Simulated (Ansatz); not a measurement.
We consider rutile CrO₂, described by PBE (Ansatz, an electronic-structure program, PAW).

Numerical settings: plane-wave cutoff 520 eV, 12×12×18 k mesh (along the axes of the cell as run), Fermi–Dirac smearing 0.05 eV, spin-polarised with parallel moments, scalar-relativistic PAW data made under PBE.

Cell (measured lattice):

```cif
data_Cr2O4
_chemical_formula_sum 'Cr2 O4'
_space_group_name_H-M_alt 'P 1'
_space_group_IT_number 1
_cell_length_a 4.41900
_cell_length_b 4.41900
_cell_length_c 2.91540
_cell_angle_alpha 90.000
_cell_angle_beta 90.000
_cell_angle_gamma 90.000
loop_
_space_group_symop_operation_xyz
  'x, y, z'
loop_
_atom_site_label
_atom_site_type_symbol
_atom_site_fract_x
_atom_site_fract_y
_atom_site_fract_z
_atom_site_occupancy
Cr1 Cr 0.00000 0.00000 0.00000 1
Cr2 Cr 0.50000 0.50000 0.50000 1
O1 O 0.30396 0.30396 0.00000 1
O2 O 0.80396 0.19604 0.50000 1
O3 O 0.19604 0.80396 0.50000 1
O4 O 0.69604 0.69604 0.00000 1
```
Starting moments (μB, in the order of the record's atoms Cr Cr O O O O): 2.5 2.5 0.0 0.0 0.0 0.0.

Task: Give the computed magnetic moment (largest site, within a sphere).

Result: 
- magnetic moment (largest site, within a sphere): 1.74 μB

The run finds no gap.

Note: cell and atoms aren't relaxed at this level (largest force component 0.06 eV/Å, pressure 3.3 GPa).

Moments are spin moments.
